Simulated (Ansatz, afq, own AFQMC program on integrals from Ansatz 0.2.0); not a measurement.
Two steps: Ansatz 0.2.0 writes the Fock matrix and Cholesky factors of the valence space, and afq projects on them the lowest state that overlaps trial and start.

```yaml
crystal:
  periodic: [false, false, false]
  atoms:
    - {symbol: Pd, position_ang: [0.000000, 0.000000, 0.000000]}
    - {symbol: Ge, position_ang: [0.000000, 0.000000, 2.190000]}
basis:
  gaussian: {orbitals: def2-TZVP}
total_charge: 1
magnetization: {spin_polarized: true, initial_magnetization: 1}
correlation: {method: ccsd_t, electrons: outside_noble_gas, hamiltonian_folder: ham}
```

```sh
$ ansatz run in.yaml --threads 1 --pin off --events-out ev --progress --plain --max-ram 24576MiB --backend cuda --devices 0, --max-vram 18GiB
```

afq runs on the folder ham with

```
--method phaseless --trial cisd --walkers 2900 --populations 20 --least-time 60 --time-step 0.005 --steps-per-block 50 --equilibration-blocks 40 --max-blocks 4000 --target-error 0.00021 --factor-cut 1e-05 --start spin_pure --seed 6896 --release-times 0.24,0.6,1.2,1.8,2.6 --release-step 0.04 --release-every 3 --taylor-order 6
```

Times are imaginary, in 1/Eh. The walk had a cap of 342 s. With eight or more populations the least sampling time is a fifth of least-time, and the error comes from their spread. Filled inner d shells are frozen with the cores. Core potentials past Kr, no spin–orbit coupling.

Output of the walk:

```
orbitals 70  electrons 7 6  factors 585 of 709
reference energy -2202.14243779 Eh
CCSD correlation -0.35547872 Eh in 19 cycles, weight of the determinant in the CISD state 0.8294
energy of the start -2202.493056 Eh
 block  time / (1/Eh)  mean weight  energy / Eh
     1     0.250  0.9997  -2202.493908
     2     0.500  1.0003  -2202.501963
     3     0.750  1.0001  -2202.506899
     4     1.000  1.0002  -2202.508358
     5     1.250  0.9998  -2202.509023
    10     2.500  1.0003  -2202.516019
    31     7.750  1.0000  -2202.518806
    51    12.750  1.0003  -2202.522223
    56    14.000  0.9999  -2202.516219
    81    20.250  1.0005  -2202.517542
   106    26.500  0.9995  -2202.514857
   131    32.750  1.0002  -2202.517983
   156    39.000  0.9999  -2202.515081
   181    45.250  1.0001  -2202.517488
   206    51.500  1.0002  -2202.513382
   211    52.750  0.9995  -2202.516612
error from the spread of 20 populations
released: time / (1/Eh)  energy / Eh  error  mean overlap
  0.24  -2202.518548  0.000235  0.9979
  0.60  -2202.520105  0.000647  0.9925
  1.20  -2202.519772  0.000307  0.9874
  1.80  -2202.520276  0.000445  0.9839
  2.60  -2202.522152  0.000876  0.9724
energy -2202.517604 +/- 0.000223 Eh
(rows thinned)
```

The run passed its tests (sampling time, drift between the halves within three errors, error under three times the target), which doesn't prove that it has relaxed, ending at its cap on processor time. The second half of the sampling lies above the first by 1.7 errors of their difference, so the energy may still be moving and its error bar be too small.

Against this walk (error 6.1 meV) on the same determinant: CCSD(T) 46.5 meV lower, CCSDT(Q) 113.0 meV lower. The error is statistical and leaves out the bias of the constraint. None of these is a sure reference here. Released to 1.80 1/Eh the energy lies 73 ± 14 meV (both errors) below the phaseless value, which shows part or all of the bias of the constraint, and CCSDT(Q) lies 40.3 meV below the released value.

Cautions: constraint bias not in the error; error above the target (6.1 against 5.7 meV); no spin-orbit coupling; no relativity below Rb; outer-core shells of the metal frozen; inner d shell frozen; higher spins were not checked; raised T1 diagnostic (T1 0.045, weight of the determinant 0.83, largest double 0.05); (T) is large, 6 % of the CCSD correlation; unrestricted determinant slightly spin contaminated (⟨S²⟩ 0.84 against 0.75); released walk and highest rung disagree (by 40 meV at 1.80 1/Eh, later times being noisier).

The walk took 5.7 min on 1 × NVIDIA H100 80GB HBM3 with 2 threads of AMD EPYC 7R13 Processor (Zen 3), on a shared host (the card was shared). The log's last line is the phaseless energy.

CCSDT and higher add their correlation energy to the determinant of the CCSD(T) run, since their own runs factorise the integrals more tightly (a shift of under 2 meV). A walk keeps the symmetry of its determinant, which the program's search chose and which needn't be the lowest solution, so a lower state of the same spin and another symmetry isn't excluded.
